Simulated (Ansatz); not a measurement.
A run for Ansatz (a first-principles code): R-CCSD(T)/aug-cc-pVDZ on H2O (SMILES O) with ghost functions.

Ansatz 0.2 input:
```yaml
crystal:
  periodic: [false, false, false]
  atoms:
    - {symbol: O, position_ang: [3.02559342, 0.97066816, -0.29740541]}
    - {symbol: H, position_ang: [2.20807542, 0.47439616, -0.47055841]}
    - {symbol: H, position_ang: [3.60749442, 0.71217016, -1.01315141]}
basis:
  gaussian:
    orbitals: aug-cc-pVDZ
    ghost_atoms:
      - {symbol: N, position_ang: [-1.48178358, -0.95453084, -0.33176841]}
      - {symbol: H, position_ang: [-1.57747058, -1.92336184, -0.05591541]}
      - {symbol: H, position_ang: [-2.07092358, -0.84109584, -1.14652841]}
      - {symbol: C, position_ang: [-1.96522858, -0.08645084, 0.74860859]}
      - {symbol: H, position_ang: [-1.86107958, 0.95061516, 0.44075659]}
      - {symbol: H, position_ang: [-3.00305658, -0.25985484, 1.03973959]}
      - {symbol: H, position_ang: [-1.33334258, -0.22613584, 1.62184959]}
magnetization: {spin_polarized: false}
correlation: {method: ccsd_t, electrons: outside_noble_gas}
scf: {lower_state_search: off}
```

Problem. Predict the final total energy.

Solution. -76.2739 hartree (reference determinant -76.0408, T1 diagnostic 0.012).

Problem. How many basis functions does it have, and what does it roughly cost on one machine?

Solution. 132 functions; around 5 core-seconds (rough).
